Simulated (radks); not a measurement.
**Al³⁺ in [He] 2s2 2p5.5 3s0.5: an all-electron calculation**

An exercise on one series of results from a longer session: the logs are not shown, and one member is left open.

Program: radks (a radial shooting solver on a logarithmic mesh, Libxc functionals) version 1. Level of theory: Dirac Kohn-Sham, PBEsol, spin-unpolarised, spherical densities, point nucleus; open shells fill j = l - 1/2 first. These are calculated values, not measurements, unless marked.

**The system**

* element: aluminium (Z = 13)
* charge: +3
* electrons: 10
* configuration: [He] 2s2 2p5.5 3s0.5

The first run:

Settings of this run:

```text
Z 13
configuration [He] 2s2 2p5.5 3s0.5 3p0 4s0
relativity Dirac
functional pbe_sol,pbe_sol
spin unpolarised
j_filling energy
nucleus point
c 137.035999084
```

One of the session's tables, all rows but one given; the rest of the session is left out.

It belongs to the step «Radial structure». From the orbitals of this run (lengths in bohr):

```
level     <r>  outermost maximum (interpolated)  90 % within  nodes
1s1/2  0.1203                            0.0785        0.215      0
2s1/2  0.6151                             0.493        0.969      1
2p1/2       ?                                 ?            ?      ?
2p3/2  0.5839                             0.423        0.980      0
3s1/2   1.992                              1.76         2.95      2
3p1/2   2.212                              1.94         3.32      1
3p3/2   2.216                              1.94         3.32      1
```

Estimate the missing values for 2p1/2.

The run gave: <r>: 0.5819; outermost maximum (interpolated): 0.421; 90 % within: 0.977; nodes: 0. In the column «<r>» it lies between 1s1/2 (0.1203) and 2p3/2 (0.5839).
